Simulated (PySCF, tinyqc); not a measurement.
CISD on RHF in the sto-6g basis, frozen core, for LiH, spin multiplicity 1, step by step. The lowest restricted solution is unstable here: a spin-polarised one lies 0.0930 hartree lower (PySCF). One step of it, computed by the program tinyqc.

Question. CISD: determinants and Hamiltonian. Slater-Condon rules over spin orbitals, with the nuclear repulsion and the energy of the frozen orbital added and E(HF) subtracted on the diagonal. Only determinants linked to the reference directly or through others are kept (one block of an abelian symmetry group), so some states are absent.

one-electron integrals dressed by the frozen orbital, h + 2 (pq|11) - (p1|1q) (hartree), lower triangle:
```
           2          3          4          5          6
2  -0.562330
3   0.096310  -0.340245
4   0.000000   0.000000  -0.252294
5   0.000000   0.000000   0.000000  -0.252294
6   0.089140  -0.091659   0.000000   0.000000  -0.335563
```

energy of the frozen orbital, 2 h_11 + (11|11) = -7.55545588 hartree

Two-electron integrals over orbitals (pq|rs), unique and non-zero (hartree); the lowest 1 orbital is frozen and left out:
```
(22|22) 0.396753    (32|22) -0.096310   (32|32) 0.071802    (33|22) 0.233200
(33|32) 0.011145    (33|33) 0.290419    (42|42) 0.021960    (43|42) 0.024924
(43|43) 0.040399    (44|22) 0.210884    (44|32) 0.041331    (44|33) 0.263069
(44|44) 0.313125    (52|52) 0.021960    (53|52) 0.024924    (53|53) 0.040399
(54|54) 0.016875    (55|22) 0.210884    (55|32) 0.041331    (55|33) 0.263069
(55|44) 0.279374    (55|55) 0.313125    (62|22) -0.089140   (62|32) 0.078076
(62|33) -0.009050   (62|44) 0.049801    (62|55) 0.049801    (62|62) 0.116200
(63|22) 0.084867    (63|32) -0.056357   (63|33) -0.027708   (63|44) -0.023880
(63|55) -0.023880   (63|62) -0.050301   (63|63) 0.062682    (64|42) 0.013613
(64|43) 0.005936    (64|64) 0.016290    (65|52) 0.013613    (65|53) 0.005936
(65|65) 0.016290    (66|22) 0.332570    (66|32) -0.040864   (66|33) 0.254902
(66|44) 0.250513    (66|55) 0.250513    (66|62) -0.022759   (66|63) 0.036204
(66|66) 0.324655
```

nuclear repulsion = 0.50143134 hartree

Hartree-Fock energy = -7.78193141 hartree

Give: determinants; H - E(HF) between determinants.

Answer.

Occupation strings over the orbitals (2 doubly, a alpha, b beta, 0 empty; spin orbitals ordered 1a 1b 2a 2b ...): 220000 2ab000 2a000b 2ba000 2b000a 202000 20a00b 200200 200020 20b00a 200002

H - E(HF) between determinants (hartree), lower triangle:
```
         220000   2ab000   2a000b   2ba000   2b000a   202000   20a00b   200200
220000   0.0000
2ab000   0.0000   0.0585
2a000b   0.0000  -0.0068   0.1626
2ba000   0.0000  -0.0718  -0.0781   0.0585
2b000a   0.0000  -0.0781  -0.1162  -0.0068   0.1626
202000   0.0718   0.1075  -0.0564  -0.1075   0.0564   0.3378
20a00b   0.0781  -0.0564   0.0554  -0.0801   0.0503  -0.1194   0.3070
200200   0.0220   0.0249   0.0136  -0.0249  -0.0136   0.0404   0.0059   0.5364
200020   0.0220   0.0249   0.0136  -0.0249  -0.0136   0.0404   0.0059   0.0169
20b00a  -0.0781  -0.0801   0.0503  -0.0564   0.0554   0.1194  -0.0627  -0.0059
200002   0.1162  -0.0503   0.0664   0.0503  -0.0664   0.0627  -0.0555   0.0163

         200020  20b00a  200002
200020   0.5364
20b00a  -0.0059  0.3070
200002   0.0163  0.0555  0.3814
```
